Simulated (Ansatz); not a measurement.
## Worked example: GeCl$_{3}$⁺, singlet against GeCl$_{3}$, doublet

Geometry (PBE0/def2-TZVP stationary point of a doublet), kept for both states:

```xyz
4

Ge    0.0009   -0.0003   -0.4416
Cl    2.0161    0.0129    0.3056
Cl   -1.0200    1.7404    0.2985
Cl   -0.9980   -1.7527    0.3008
```

Basis cc-pVDZ; Ansatz 0.2.0. Correlated methods freeze the noble-gas cores and the filled d shells of p-block atoms. R marks a restricted (for open shells ROHF) determinant, U an unrestricted one. No spin–orbit coupling is included, and no scalar relativity.

Full CI isn't at hand for all of this; UCCSDT(Q) serves as the reference, and is uncertain by about the last step of the cluster series.

| level | E(GeCl3, doublet) (hartree) | E(GeCl3⁺, singlet) (hartree) |
| --- | --- | --- |
| UHF | -3453.954779 | -3453.599649 |
| UMP2 | -3454.424096 | -3454.082086 |
| UCCSD(T) | -3454.474290 | -3454.136095 |
| PBE | -3456.806460 | -3456.464322 |
| wB97M-V | -3457.506662 | -3457.151785 |
| UCCSDT(Q) | -3454.476619 | -3454.139330 |

**Question.** Give the vertical gap, GeCl3⁺ singlet less GeCl3 doublet, at each level in eV (1 hartree = 27.2114 eV), and each error against UCCSDT(Q).

**Answer.** UCCSDT(Q): (-3454.139330 − (-3454.476619)) × 27.2114 = 9.178 eV (the reference)
wB97M-V: (-3457.151785 − (-3457.506662)) × 27.2114 = 9.657 eV, error 0.479 eV
PBE: (-3456.464322 − (-3456.806460)) × 27.2114 = 9.310 eV, error 0.132 eV
UCCSD(T): (-3454.136095 − (-3454.474290)) × 27.2114 = 9.203 eV, error 0.025 eV
UMP2: (-3454.082086 − (-3454.424096)) × 27.2114 = 9.307 eV, error 0.129 eV
UHF: (-3453.599649 − (-3453.954779)) × 27.2114 = 9.664 eV, error 0.486 eV

Total energies of functionals can't be set beside those of wave-function methods, since they hold the core's correlation and their own absolute errors; only the differences compare.

In so small a basis the reference is far from its limit while semilocal and hybrid functionals are nearer theirs, so the functionals' errors here hold much of the reference's basis and frozen-core error, which can add to them or hide them.

Each level lands on the state that its own search finds. T1 diagnostics of restricted CCSD: 0.016 and 0.019.
